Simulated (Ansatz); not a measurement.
System: zinc-blende BeTe. Method: PBE+SOC in Ansatz (PAW).

Numerical settings: plane-wave cutoff 520 eV, 10×10×10 k mesh, Fermi–Dirac smearing 0.01 eV, PAW data made under PBE.

Results at a series of volumes:

```json
[
 {"V (Å³/atom)": "21.354", "E − E_lowest (meV/atom)": "15.96", "P (GPa)": "3.94"},
 {"V (Å³/atom)": "21.808", "E − E_lowest (meV/atom)": "6.86", "P (GPa)": "2.50"},
 {"V (Å³/atom)": "22.262", "E − E_lowest (meV/atom)": "1.66", "P (GPa)": "1.19"},
 {"V (Å³/atom)": "22.717", "E − E_lowest (meV/atom)": "0.00", "P (GPa)": "0.01"},
 {"V (Å³/atom)": "23.171", "E − E_lowest (meV/atom)": "1.53", "P (GPa)": "-1.07"},
 {"V (Å³/atom)": "23.625", "E − E_lowest (meV/atom)": "5.95", "P (GPa)": "-2.03"},
 {"V (Å³/atom)": "24.080", "E − E_lowest (meV/atom)": "12.98", "P (GPa)": "-2.91"}
]
```

Task: Fit the third-order Birch–Murnaghan equation and give B0 and B′.

Result: V0 = 22.719 Å³/atom, B0 = 56.2 GPa, B′ = 4.0 (fit to the energies at full precision).

Measured, for comparison: bulk modulus 67 GPa (room temperature, no zero-point or thermal correction; as tabulated in Elmahjoubi et al. (2023), arXiv:2303.01780); equilibrium volume per atom 22.26 Å³/atom (temperature not stated, no zero-point or thermal correction; as tabulated in Bernardini et al. (2000), arXiv:cond-mat/0007180). Computed (rounded) less measured: bulk modulus -16 %, equilibrium volume per atom +2.1 %.

The computed numbers hold no vibrational or temperature effects.

Ansatz is a quantum-chemistry and plane-wave program.
